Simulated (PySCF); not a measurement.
PySCF input file for ethane (C₂H₆), SMILES CC, ADC(2)/aug-cc-pVDZ. The structure is a stationary point at r2SCAN-D4/def2-TZVP.

```python
import numpy as np
from pyscf import gto, scf, dft, adc

mol = gto.M(
    atom='''
    C     0.00000000   -0.00000000   -0.76162381
    C    -0.00000000    0.00000000    0.76162381
    H    -0.88134751   -0.50884622   -1.15943988
    H     0.88134750   -0.50884622   -1.15943989
    H     0.00000000    1.01769244   -1.15943989
    H    -0.88134750    0.50884622    1.15943989
    H     0.88134751    0.50884622    1.15943988
    H    -0.00000000   -1.01769244    1.15943989
    ''',
    basis='aug-cc-pVDZ',
    charge=0,
    spin=0,
    max_memory=1600,
    verbose=4,
)
mf = scf.RHF(mol)
mf.conv_tol = 1e-10
mf.max_cycle = 100
mf.kernel()
res = {}
for kind, nroots in (('ee', 6), ('ip', 6), ('ea', 2)):
    a = adc.ADC(mf).density_fit('aug-cc-pvdz-ri')
    a.method, a.method_type = 'adc(2)', kind
    e, v, p, x = a.kernel(nroots=nroots)
    res[kind] = (e * 27.211386245988, p)
a = adc.ADC(mf).density_fit('aug-cc-pvdz-ri')
a.method, a.method_type, a.ncvs = 'adc(2)-x', 'ip', 2
e, v, p, x = a.kernel(nroots=2)
res['core ip, CVS-ADC(2)-x'] = (e * 27.211386245988, p)
for kind, (e, p) in res.items():
    print(kind, 'energies / eV', np.round(e, 3), 'strengths', np.round(p, 4))
```

Program output:

```
PySCF version 2.14.0

[INPUT] verbose = 4
[INPUT] num. atoms = 8
[INPUT] num. electrons = 18
[INPUT] charge = 0
[INPUT] spin (= nelec alpha-beta = 2S) = 0
[INPUT] symmetry False subgroup None
[INPUT] Mole.unit = angstrom
[INPUT] Symbol           X                Y                Z      unit          X                Y                Z       unit  Magmom
[INPUT]  1 C      0.000000000000   0.000000000000  -0.761623810000 AA    0.000000000000   0.000000000000  -1.439260410848 Bohr   0.0
[INPUT]  2 C      0.000000000000   0.000000000000   0.761623810000 AA    0.000000000000   0.000000000000   1.439260410848 Bohr   0.0
[INPUT]  3 H     -0.881347510000  -0.508846220000  -1.159439880000 AA   -1.665505414467  -0.961579995320  -2.191023831099 Bohr   0.0
[INPUT]  4 H      0.881347500000  -0.508846220000  -1.159439890000 AA    1.665505395570  -0.961579995320  -2.191023849996 Bohr   0.0
[INPUT]  5 H      0.000000000000   1.017692440000  -1.159439890000 AA    0.000000000000   1.923159990640  -2.191023849996 Bohr   0.0
[INPUT]  6 H     -0.881347500000   0.508846220000   1.159439890000 AA   -1.665505395570   0.961579995320   2.191023849996 Bohr   0.0
[INPUT]  7 H      0.881347510000   0.508846220000   1.159439880000 AA    1.665505414467   0.961579995320   2.191023831099 Bohr   0.0
[INPUT]  8 H      0.000000000000  -1.017692440000   1.159439890000 AA    0.000000000000  -1.923159990640   2.191023849996 Bohr   0.0

nuclear repulsion = 42.2734035256016
number of shells = 46
number of NR pGTOs = 136
number of NR cGTOs = 100
basis = aug-cc-pVDZ
ecp = {}


[settings echo left out]
init E= -79.2738074800465
  HOMO = -0.38347663474263  LUMO = 0.0280315615932936  gap/eV = 11.19771
cycle= 1 E= -79.220008321822  delta_E= 0.0538  |g|= 0.215  |ddm|= 3.21
  HOMO = -0.492923676594305  LUMO = 0.0375285391581222  gap/eV = 14.43434
cycle= 2 E= -79.2360303989346  delta_E= -0.016  |g|= 0.0559  |ddm|= 0.274
  HOMO = -0.479582623288668  LUMO = 0.0385594718914573  gap/eV = 14.09936
cycle= 3 E= -79.2371797497354  delta_E= -0.00115  |g|= 0.0158  |ddm|= 0.103
  HOMO = -0.484567577484036  LUMO = 0.0383986965932701  gap/eV = 14.23064
cycle= 4 E= -79.2372539115897  delta_E= -7.42e-05  |g|= 0.00236  |ddm|= 0.0158
  HOMO = -0.48456898347059  LUMO = 0.038420764948091  gap/eV = 14.23128
cycle= 5 E= -79.2372571459767  delta_E= -3.23e-06  |g|= 0.000439  |ddm|= 0.00498
  HOMO = -0.484587254509172  LUMO = 0.0384204631156102  gap/eV = 14.23176
cycle= 6 E= -79.2372572817187  delta_E= -1.36e-07  |g|= 9.4e-05  |ddm|= 0.00106
  HOMO = -0.48459043647958  LUMO = 0.0384201179545474  gap/eV = 14.23184
cycle= 7 E= -79.2372572880758  delta_E= -6.36e-09  |g|= 6.81e-06  |ddm|= 0.000302
  HOMO = -0.48459112560545  LUMO = 0.0384199410495842  gap/eV = 14.23186
cycle= 8 E= -79.2372572880979  delta_E= -2.21e-11  |g|= 7.77e-07  |ddm|= 2.87e-05
  HOMO = -0.484591081179963  LUMO = 0.0384199413105519  gap/eV = 14.23185
Extra cycle  E= -79.2372572880985  delta_E= -5.97e-13  |g|= 2.52e-07  |ddm|= 2.77e-06
converged SCF energy = -79.2372572880985

******** <class 'pyscf.adc.radc.RADC'> ********
******** ADC Orbital Information ********
Number of Frozen Occupied Orbitals: 0
Number of Frozen Virtual Orbitals: 0
Number of Active Occupied Orbitals: 9
Number of Active Virtual Orbitals: 91
*****************************************
******** <class 'pyscf.df.df.DF'> ********
auxbasis = aug-cc-pvdz-ri
Reference correlation energy (doubles): -0.31953561
MP2 correlation energy of reference state (a.u.) = -0.31953561

******** <class 'pyscf.adc.radc_ee.RADCEE'> ********
max_space = 12
max_cycle = 50
conv_tol = 1e-08

*************************************************************
        ADC calculation summary (singlet states only)
*************************************************************
adc(2) root 0  |  Energy (Eh) =   0.3335610781  |  Energy (eV) =   9.07665926  |  Osc. strength = 0.00000000  |  conv = True
adc(2) root 1  |  Energy (Eh) =   0.3335610820  |  Energy (eV) =   9.07665936  |  Osc. strength = 0.00000000  |  conv = True
adc(2) root 2  |  Energy (Eh) =   0.3603982414  |  Energy (eV) =   9.80693567  |  Osc. strength = 0.11727267  |  conv = True
adc(2) root 3  |  Energy (Eh) =   0.3603982551  |  Energy (eV) =   9.80693604  |  Osc. strength = 0.11727229  |  conv = True
adc(2) root 4  |  Energy (Eh) =   0.3693952019  |  Energy (eV) =  10.05175543  |  Osc. strength = 0.18320527  |  conv = True
adc(2) root 5  |  Energy (Eh) =   0.3708156571  |  Energy (eV) =  10.09040799  |  Osc. strength = 0.00275868  |  conv = True

******** <class 'pyscf.adc.radc.RADC'> ********
******** ADC Orbital Information ********
Number of Frozen Occupied Orbitals: 0
Number of Frozen Virtual Orbitals: 0
Number of Active Occupied Orbitals: 9
Number of Active Virtual Orbitals: 91
*****************************************
******** <class 'pyscf.df.df.DF'> ********
auxbasis = aug-cc-pvdz-ri
Reference correlation energy (doubles): -0.31953561
MP2 correlation energy of reference state (a.u.) = -0.31953561

******** <class 'pyscf.adc.radc_ip.RADCIP'> ********
max_space = 12
max_cycle = 50
conv_tol = 1e-08

*************************************************************
        ADC calculation summary (doublet states only)
*************************************************************
adc(2) root 0  |  Energy (Eh) =   0.4474798839  |  Energy (eV) =  12.17654786  |  Spec. factor = 1.83538021  |  conv = True
adc(2) root 1  |  Energy (Eh) =   0.4474798846  |  Energy (eV) =  12.17654788  |  Spec. factor = 1.83538021  |  conv = True
adc(2) root 2  |  Energy (Eh) =   0.4564561547  |  Energy (eV) =  12.42080463  |  Spec. factor = 1.78894269  |  conv = True
adc(2) root 3  |  Energy (Eh) =   0.5472649501  |  Energy (eV) =  14.89183781  |  Spec. factor = 1.81334205  |  conv = True
adc(2) root 4  |  Energy (Eh) =   0.5472649506  |  Energy (eV) =  14.89183783  |  Spec. factor = 1.81334204  |  conv = True
adc(2) root 5  |  Energy (Eh) =   0.7568666603  |  Energy (eV) =  20.59539086  |  Spec. factor = 1.76542856  |  conv = True

******** <class 'pyscf.adc.radc.RADC'> ********
******** ADC Orbital Information ********
Number of Frozen Occupied Orbitals: 0
Number of Frozen Virtual Orbitals: 0
Number of Active Occupied Orbitals: 9
Number of Active Virtual Orbitals: 91
*****************************************
******** <class 'pyscf.df.df.DF'> ********
auxbasis = aug-cc-pvdz-ri
Reference correlation energy (doubles): -0.31953561
MP2 correlation energy of reference state (a.u.) = -0.31953561

******** <class 'pyscf.adc.radc_ea.RADCEA'> ********
max_space = 12
max_cycle = 50
conv_tol = 1e-08

*************************************************************
        ADC calculation summary (doublet states only)
*************************************************************
adc(2) root 0  |  Energy (Eh) =   0.0304677464  |  Energy (eV) =   0.82906961  |  Spec. factor = 1.98181605  |  conv = True
adc(2) root 1  |  Energy (Eh) =   0.0453397529  |  Energy (eV) =   1.23375752  |  Spec. factor = 1.98733560  |  conv = True

******** <class 'pyscf.adc.radc.RADC'> ********
******** ADC Orbital Information ********
Number of Frozen Occupied Orbitals: 0
Number of Frozen Virtual Orbitals: 0
Number of Active Occupied Orbitals: 9
Number of Active Virtual Orbitals: 91
*****************************************
******** <class 'pyscf.df.df.DF'> ********
auxbasis = aug-cc-pvdz-ri
Reference correlation energy (doubles): -0.31953561
MP2 correlation energy of reference state (a.u.) = -0.31953561

******** <class 'pyscf.adc.radc_ip_cvs.RADCIPCVS'> ********
max_space = 12
max_cycle = 50
conv_tol = 1e-08

*************************************************************
        ADC calculation summary (doublet states only)
*************************************************************
adc(2)-x root 0  |  Energy (Eh) =  10.7138624302  |  Energy (eV) = 291.53904635  |  Spec. factor = 1.53109389  |  conv = True
adc(2)-x root 1  |  Energy (Eh) =  10.7145956503  |  Energy (eV) = 291.55899829  |  Spec. factor = 1.53101624  |  conv = True
ee energies / eV [ 9.077  9.077  9.807  9.807 10.052 10.09 ] strengths [0.     0.     0.1173 0.1173 0.1832 0.0028]
ip energies / eV [12.177 12.177 12.421 14.892 14.892 20.595] strengths [1.8354 1.8354 1.7889 1.8133 1.8133 1.7654]
ea energies / eV [0.829 1.234] strengths [1.9818 1.9873]
core ip, CVS-ADC(2)-x energies / eV [291.539 291.559] strengths [1.5311 1.531 ]
```

Self-consistency was reached.
